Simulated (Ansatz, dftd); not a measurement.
Reaction: C2H6S (methylsulfanylmethane, SMILES CSC) → C2H6S (ethanethiol, SMILES CCS)
Each species at its own B3LYP-D3(BJ)/def2-TZVP minimum (Ansatz, an electronic-structure program), one conformer.

Wanted: isomerisation energy (electronic), in kcal/mol. UHF or UKS for unpaired electrons; spin-orbit terms are left out. Cores are frozen in correlated methods. Rows without X2C or -DK are non-relativistic. CBS(X,Y): correlation extrapolated as X^-3, Hartree-Fock from the larger set. A bracket is a step between two methods taken in the basis named. The functionals are non-relativistic, so their misses hold any scalar relativity. Double hybrids freeze cores in their MP2 part. '+ core + X2C': CCSD(T) terms for core correlation (cc-pwCVTZ, 1s frozen past Ne) and scalar relativity (cc-pVTZ-DK).

Compared with CCSD(T)/CBS(cc-pV(T+d)Z,cc-pV(Q+d)Z) + [CCSDT(Q) - CCSD(T)]/cc-pV(D+d)Z + core + X2C (Ansatz): -1.2 kcal/mol.

Costs are rough ratios of core time, to one figure, on one kind of shared machine, summed over the single points of the molecules; atoms, geometries and frequencies are left out. The first row took roughly 8 core seconds; short runs hold start-up time.

```json
[
 {"level": "CCSD(T)/cc-pV(D+d)Z", "program": "Ansatz", "cost relative to the first row": "1", "difference (kcal/mol)": "-1.9"},
 {"level": "B3LYP-D3(BJ)/def2-TZVPD", "program": "Ansatz + dftd3", "cost relative to the first row": "1", "difference (kcal/mol)": "0.4"},
 {"level": "CAM-B3LYP-D4/def2-TZVPD", "program": "Ansatz + dftd4", "cost relative to the first row": "2", "difference (kcal/mol)": "-0.1"},
 {"level": "B2PLYP-D4/def2-TZVPD", "program": "Ansatz + dftd4", "cost relative to the first row": "3", "difference (kcal/mol)": "0.3"},
 {"level": "B2PLYP/def2-TZVPD", "program": "Ansatz", "cost relative to the first row": "3", "difference (kcal/mol)": "0.3"},
 {"level": "wB97M-V/def2-TZVPD", "program": "Ansatz", "cost relative to the first row": "3", "difference (kcal/mol)": "0.2"},
 {"level": "CCSD(T)/cc-pV(T+d)Z", "program": "Ansatz", "cost relative to the first row": "7", "difference (kcal/mol)": "-0.4"}
]
```

The dearest row costs roughly 7 times the first. Costs within a factor of two don't rank. The table holds for this case alone.
